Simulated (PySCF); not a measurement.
## SMILES FC=C=CF, C$_{3}$H$_{2}$F$_{2}$

Cartesian coordinates in Å; atom numbers follow the order of the lines, from 1:
```xyz
7

F     2.1553   -0.8549    0.0404
C     1.2440    0.0697    0.3590
C     0.0006   -0.0100   -0.0043
C    -1.2390    0.0103   -0.3881
F    -2.2268   -0.5453    0.3207
H     1.6638    0.8750    0.9526
H    -1.5950    0.4633   -1.3074
```

Method used: quadratic response CAM-B3LYP/aug-cc-pVTZ first hyperpolarisability, Taylor convention, gas phase in PySCF 2.14.0. Geometry: PBE0-D3(BJ)/def2-TZVP.

Q: Give β for the processes computed.

A: In 10⁻³⁰ esu, Taylor convention; the vector part is βᵢ = ⅓ Σⱼ (βᵢⱼⱼ + βⱼᵢⱼ + βⱼⱼᵢ); β∥ is 3/5 of the vector part along the dipole, the dipole points from − to +:
```tsv
process	λ (nm)	β vector norm	β∥	β HRS	depolarisation ratio
static β(0;0,0)	∞	0.79	-0.47	0.32	5.12
second harmonic β(−2ω;ω,ω)	1907	0.81	-0.48	0.33	5.15
Pockels β(−ω;ω,0)	1907	0.80	-0.48	–	–
second harmonic β(−2ω;ω,ω)	1064	0.85	-0.51	0.35	5.21
Pockels β(−ω;ω,0)	1064	0.81	-0.49	–	–
```

Q: Which lowest excitations, dipole and polarisabilities go with it?

A: S1 5.63 eV (f = 0.003); S2 5.75 eV (f = 0.001); S3 6.79 eV (f = 0.003); dipole 1.74 D; isotropic α 41.9 au static, 42.0 au at 1907 nm, 42.3 au at 1064 nm, 42.5 au at 953.5 nm, 43.8 au at 532 nm.
